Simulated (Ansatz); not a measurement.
Here is an Ansatz input file for C3H6OS, SMILES COC1CS1. Write the same calculation for the Python package.

```yaml
crystal:
  periodic: [false, false, false]
  atoms:
    - { symbol: C, position_ang: [1.773, 0.2886, -0.3385] }
    - { symbol: O, position_ang: [0.4776, 0.7357, 0.0407] }
    - { symbol: C, position_ang: [-0.4518, -0.3464, 0.2511] }
    - { symbol: C, position_ang: [-1.8896, 0.0661, 0.3363] }
    - { symbol: S, position_ang: [-1.4431, -0.7765, -1.0979] }
    - { symbol: H, position_ang: [2.4167, 1.1631, -0.4646] }
    - { symbol: H, position_ang: [2.1971, -0.3502, 0.4421] }
    - { symbol: H, position_ang: [1.7295, -0.2549, -1.2869] }
    - { symbol: H, position_ang: [-0.1432, -1.1697, 0.8877] }
    - { symbol: H, position_ang: [-2.1301, 1.1141, 0.2114] }
    - { symbol: H, position_ang: [-2.536, -0.4698, 1.0186] }
basis:
  gaussian: { orbitals: "6-31G*" }
hamiltonian:
  xc: pbe
```

The program run on that file:
```console
$ ansatz run input.yaml --threads 1 --pin off --max-ram 4096MiB --backend cpu --events-out ev --progress --plain --runs-dir out
Engine: ansatz 0.2.0, aarch64-unknown-linux-gnu
Functional definition: PBE
  parameter kappa = 0.804
  parameter beta = 0.06672455060314922
  exchange = pbe_x(kappa = kappa, mu = beta*pi^2/3)
  correlation = pbe_c(beta = beta)
1110 factors; their error is unknown
mean field evaluation 1: about -16070.8750 eV, gradient 5.6e1 eV
mean field evaluation 2: about -16056.4319 eV, gradient 9.4e1 eV
mean field evaluation 4: about -16078.2443 eV, gradient 5.9e0 eV
mean field evaluation 8: about -16078.3107 eV, gradient 1.6e-1 eV
mean field evaluation 16: about -16078.2276 eV, gradient 5.6e-4 eV
mean field -16078.22756776 eV, -590.8639649010 hartree, gradient 7.6e-5 eV, S^2 0.000000; 0 other end points of the search recorded, 0 dependent functions left out
reference -16078.22759264 eV, -590.8639658153 hartree; 24, 24 occupied and 67, 67 virtual orbitals, 1110 factors
Total energy: -16078.22759264 eV, -590.8639658153 hartree
```

The script, `energy.py`:
```python
import warnings

import ansatz as az
from ase import Atoms

warnings.simplefilter("ignore", az.DeckWarning)

atoms = Atoms(["C", "O", "C", "C", "S", "H", "H", "H", "H", "H", "H"], positions=[
    (1.773, 0.2886, -0.3385),
    (0.4776, 0.7357, 0.0407),
    (-0.4518, -0.3464, 0.2511),
    (-1.8896, 0.0661, 0.3363),
    (-1.4431, -0.7765, -1.0979),
    (2.4167, 1.1631, -0.4646),
    (2.1971, -0.3502, 0.4421),
    (1.7295, -0.2549, -1.2869),
    (-0.1432, -1.1697, 0.8877),
    (-2.1301, 1.1141, 0.2114),
    (-2.536, -0.4698, 1.0186),
])
geometry = az.Crystal.molecule_from_ase(atoms)

base = geometry.calculation().basis(gaussian="6-31G*").functional("pbe")
done = base.run(threads=1, pin="off")
summary = done.report

print(f"E = {summary['free_energy_ev']:.6f} eV = {summary['free_energy_ev'] / 27.211386246:.7f} Ha")
print("converged:", summary["converged"], " doubts:", summary["published_state_doubts"] or "none")

state = summary["mean_field"]["state"]
print(f"mean field: {state['energy']['hartree']:.7f} Ha, <S^2> = {abs(state['spin_squared']):.4f}, stability: {state.get('stability', {}).get('kind')}")
```

```console
$ python energy.py
E = -16078.227593 eV = -590.8639658 Ha
converged: True  doubts: none
mean field: -590.8639658 Ha, <S^2> = 0.0000, stability: minimum
```

Caveats:
- Total energies depend on the basis set; only differences at equal settings carry meaning.
- The geometry is a force-field or estimated start, not a minimum of this method, and the basis set is short of its limit.
- The whole script took 3.2 s on 1 thread of Arm Neoverse V1 (shared host), peak memory 0.2 GiB.

(Lines on the test bed's own set-up are left out of the output.)
